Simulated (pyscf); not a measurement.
PySCF, gas phase, ωB97X-D3(BJ)/def2-SVP geometries.

### Question
HO–Si(F)(F)–F + ammonia (NH₃) -> H₂N–Si(OH)(F)–F + hydrogen fluoride (HF)
Surface: singlet. Broken: F–Si, H–N. Formed: N–Si, F–H. Give ΔE‡ and ΔE from ωB97M-D3(BJ)/def2-TZVP, relative to the separated reactants.

### Answer
ΔE‡ = 22.0 kcal/mol, ΔE = +18.1 kcal/mol. Zero-point energy shifts the barrier by +0.7 kcal/mol. It is a four-centre exchange, with an imaginary mode of 730i cm⁻¹. On the reactant side the descent ends in an adduct with a N–Si contact (not fully relaxed), 1.4 kcal/mol under the separated species and 22.7 kcal/mol under the saddle at ωB97X-D3(BJ)/def2-TZVP. On the product side the descent ends in a bound adduct, 10.9 kcal/mol under the separated species and 14.9 kcal/mol under the saddle at ωB97X-D3(BJ)/def2-TZVP. What is counted as formed (N–Si) is already present as a longer contact in the reactant adduct; forming that adduct is a step of its own. One saddle was located; it need not be the lowest between these sides.
